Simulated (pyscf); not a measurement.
Optimised with ωB97X-D3(BJ)/def2-SVP in PySCF.

SMILES: [OH][Zr]([F])([F])[Cl]
```xyz
6

O      0.0996     1.0547    -0.0278
Zr    -1.2497    -0.2728     0.0307
F     -0.7019    -1.7605    -1.0184
F     -2.8475     0.4364    -0.7161
Cl    -1.6312    -0.9544     2.2538
H      0.7828     1.7253    -0.0621
```
Charge 0, spin multiplicity 1.

Problem. How much does it cost (ΔH, 298 K, ωB97M-D3(BJ)/def2-TZVP) to split HO–Zr(F)(F)–Cl at its Cl–Zr bond into [HO–Zr(F)–F]• + Cl•?

Solution. Cl–Zr to [HO–Zr(F)–F]• + Cl•: 117.8 kcal/mol. The 7 functionals that were run give +115.0 (M06-2X) to +124.3 kcal/mol (ωB97X-D3(BJ)). The radicals are drawn with the spin at the cut bond; how far it spreads was not checked. Other isomers of [HO–Zr(F)–F]• were not searched in full and may lie lower. Left out: the spin-orbit lowering of Cl. Open-shell species with a d-block atom are single-reference here; other states, and whether the spin sits on metal or ligand, were not checked. Elements past Kr carry the def2 core potentials, without spin-orbit coupling.
